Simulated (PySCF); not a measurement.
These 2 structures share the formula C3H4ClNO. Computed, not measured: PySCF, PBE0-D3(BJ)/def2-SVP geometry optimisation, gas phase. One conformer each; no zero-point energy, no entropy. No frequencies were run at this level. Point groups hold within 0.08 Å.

Question: Rank from lowest to highest electronic energy at this level (kcal/mol).
A. `[CH2:1]=[C:2]([Cl:3])[C:4]([NH2:5])=[O:6]` with C1–C2–C4–N5 179°
B. `[NH2:1][C:2](=[O:3])/[CH:4]=[CH:5]/[Cl:6]` with N1–C2–C4–C5 180°

Answer: A (0.0), B (0.7).

Neighbours under 2.5 kcal/mol apart (C=C(Cl)C(N)=O and NC(=O)/C=C/Cl) can change places with a better method, another conformer or zero-point energy.

```
       SMILES      E (Eh)  E rel (kcal/mol)  dipole (D)  point group      A, B, C (MHz)
C=C(Cl)C(N)=O  -706.15116               0.0        2.21           Cs   4679, 2416, 1593
NC(=O)/C=C/Cl  -706.15002               0.7        3.45           Cs  10235, 1218, 1088
```

How do the relative energies change in single points at PBE0/pcSseg-1 (no added dispersion term) on the same geometries?

| SMILES | PBE0-D3(BJ)/def2-SVP (kcal/mol) | PBE0/pcSseg-1 (kcal/mol) | shift |
| --- | --- | --- | --- |
| C=C(Cl)C(N)=O | 0.0 | 0.3 | +0.3 |
| NC(=O)/C=C/Cl | 0.7 | 0.0 | -0.7 |

Each column counts from its own lowest isomer. NC(=O)/C=C/Cl becomes the lowest; the largest shift is 0.7 kcal/mol.

As an exercise, what shares would exp(−E/RT) give at 1000 K from these electronic energies alone (no entropy, no degeneracies)?

RT = 1.987 kcal/mol: C=C(Cl)C(N)=O 58.9 %, NC(=O)/C=C/Cl 41.1 %.
